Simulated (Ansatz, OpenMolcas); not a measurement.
**Worked example: the enthalpy of formation of C2H3FO (acetyl fluoride)**

C2H3FO has 7 atoms, charge 0, and is taken as a singlet. SMILES: `CC(=O)F`. Geometry: relaxed at PBE0-D4/def2-TZVP.

Total energies at r2SCAN/aug-cc-pVDZ (OpenMolcas 26.06); the atoms run unrestricted:

```
species    state  energy (Eh)
 C2H3FO  singlet  -253.007427
      C  triplet   -37.827851
      O  triplet   -75.039268
      F  doublet   -99.696442
      H  doublet    -0.499471
```

Harmonic wavenumbers at PBE0-D4/def2-TZVP, in cm⁻¹: 127, 417, 577, 609, 862, 1009, 1066, 1219, 1396, 1458, 1466, 1940, 3075, 3146, 3195.

Measured heats of formation of the gaseous atoms at 298.15 K, in kJ/mol: C 716.9, O 249.2, F 79.4, H 218.0. Spin-orbit lowering of the atoms at 298 K (mean of the ground term's levels less their thermal mean, from spectra), in kJ/mol: C 0.02, O 0.40, F 1.29. Take 1 Eh = 2625.50 kJ/mol, 1 cm⁻¹ = 0.0119627 kJ/mol, RT = 2.479 kJ/mol.

Question: Work out the heat of formation of the gas at 298 K.

Answer: 
1. Electronic atomisation energy: 2 × (-37.827851) + (-75.039268) + (-99.696442) + 3 × (-0.499471) − (-253.007427) = 1.117602 Eh = 2934.3 kJ/mol.
2. Zero-point energy: half the sum of the wavenumbers, 10781 cm⁻¹ = 129.0 kJ/mol.
3. Thermal vibrational enthalpy, Σ hcν̃/(exp(hcν̃/kT) − 1): 3.9 kJ/mol. Translation, rotation and pV of a non-linear molecule: 4 RT = 9.9 kJ/mol.
4. The 7 free atoms carry 5/2 RT each: 43.4 kJ/mol.
5. Spin-orbit coupling lowers the free atoms by 2 × 0.02 + 0.40 + 1.29 = 1.7 kJ/mol.
6. Atomisation enthalpy at 298 K: 2934.3 − 1.7 − 129.0 − 3.9 − 9.9 + 43.4 = 2833.2 kJ/mol.
7. Sum of the atoms' heats of formation: 2416.4 kJ/mol. Heat of formation: 2416.4 − 2833.2 = -416.8 kJ/mol.

The tabulated value is -442.1 kJ/mol (CRC Handbook of Chemistry and Physics), so this level is off by +25.3 kJ/mol, or 0.9 % of the atomisation enthalpy. Anharmonicity and any spin-orbit splitting of the molecule are left out.
